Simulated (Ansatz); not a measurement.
# C2H4N2O: the cost of one run

Method: RKS PBE/6-31G, in Ansatz 0.2.0.

## Step 1: The starting structure

Bond lengths: C1–N2 1.240 Å, N2–C3 1.344 Å, C3–N4 1.260 Å, C3–O5 1.319 Å, C1–H6 1.153 Å, C1–H7 1.124 Å, N4–H8 1.021 Å, O5–H9 1.003 Å. Angles: C1–N2–C3 118.4°, N2–C1–H6 126.6°, N2–C1–H7 121.9°, H6–C1–H7 111.2°, N2–C3–N4 120.4°, N2–C3–O5 119.3°, N4–C3–O5 119.6°, C3–N4–H8 104.9°, C3–O5–H9 108.4°.

Coordinates:

```xyz
9

C     0.2261    1.1824   -0.9744
N     0.3258   -0.0447   -0.8290
C    -0.0601   -0.5829    0.3401
N    -0.0888   -1.8343    0.4873
O    -0.2216    0.2002    1.3886
H    -0.2358    1.9283   -0.2270
H     0.4956    1.6902   -1.9398
H     0.0889   -2.2124   -0.4444
H    -0.4415   -0.3731    2.1814
```

## Step 2: Relaxing the start

Contents of input.yaml:

```yaml
crystal:
  periodic: [false, false, false]
  atoms:
    - { symbol: C, position_ang: [0.2261, 1.1824, -0.9744] }
    - { symbol: "N", position_ang: [0.3258, -0.0447, -0.829] }
    - { symbol: C, position_ang: [-0.0601, -0.5829, 0.3401] }
    - { symbol: "N", position_ang: [-0.0888, -1.8343, 0.4873] }
    - { symbol: O, position_ang: [-0.2216, 0.2002, 1.3886] }
    - { symbol: H, position_ang: [-0.2358, 1.9283, -0.227] }
    - { symbol: H, position_ang: [0.4956, 1.6902, -1.9398] }
    - { symbol: H, position_ang: [0.0889, -2.2124, -0.4444] }
    - { symbol: H, position_ang: [-0.4415, -0.3731, 2.1814] }
basis:
  gaussian: { orbitals: "6-31G" }
hamiltonian:
  xc: pbe
relax:
  f_tol: 0.02
  max_steps: 40
scf:
  lower_state_search: "off"
```

On the command line:

```
$ ansatz run input.yaml --threads 1 --pin off --max-ram 2048MiB --backend cpu --events-out ev --progress --plain --runs-dir out
```

**Question.** How long does this run take on 1 thread of Intel Xeon Platinum 8488C (Sapphire Rapids), shared host, and how much memory does it need?

About 16 s, with a peak of 0.13 GiB.
